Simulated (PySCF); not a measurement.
# How the method moves the HOMO and LUMO of phosphorus tetramer

Phosphorus tetramer, P4.
Z-matrix (Å and degrees, PBE0-D3(BJ)/def2-SVP geometry), rows numbered from 1:
```
P 
P   1  2.2019
P   1  2.2010  2   60.00
P   1  2.2005  2   59.99  3   -70.55
```

Basis pcSseg-2 throughout (PySCF), one geometry. Isolated species at its PBE0-D3(BJ)/def2-SVP geometry, gas phase.

Question: How do the orbital energies and the gap change with the method?

Answer: 
```tsv
method	kind	HOMO (eV)	LUMO (eV)	gap (eV)	SCF cycles
BLYP	GGA	-6.42	-1.49	4.93	11
B97-D	GGA	-6.56	-1.60	4.97	12
PBE	GGA	-6.67	-1.68	4.98	11
KT2	GGA	-6.69	-1.68	5.01	12
KT3	GGA	-6.70	-1.68	5.02	12
BP86	GGA	-6.74	-1.76	4.98	11
OPBE	GGA	-6.77	-1.72	5.05	12
LDA	LDA	-6.79	-1.82	4.97	11
B3LYP	global hybrid	-7.38	-1.01	6.37	11
PBE0	global hybrid	-7.67	-0.88	6.79	11
mPW1PW91	global hybrid	-7.68	-0.89	6.79	11
HF	Hartree–Fock	-9.72	2.27	11.99	9
```

The HOMO spans 3.31 eV, from BLYP down to HF, and the gap runs from 4.93 eV (BLYP) to 11.99 eV (HF). Over the methods BLYP (0 %), B97-D (0 %), PBE (0 %), KT2 (0 %), KT3 (0 %), BP86 (0 %), OPBE (0 %), LDA (0 %), B3LYP (20 %), PBE0 (25 %), mPW1PW91 (25 %), HF (100 %), a straight line through the gap against the share of exact exchange rises by 0.70 eV for each 10 % (correlation coefficient 1.000). The dipole is below 0.03 D at every level.
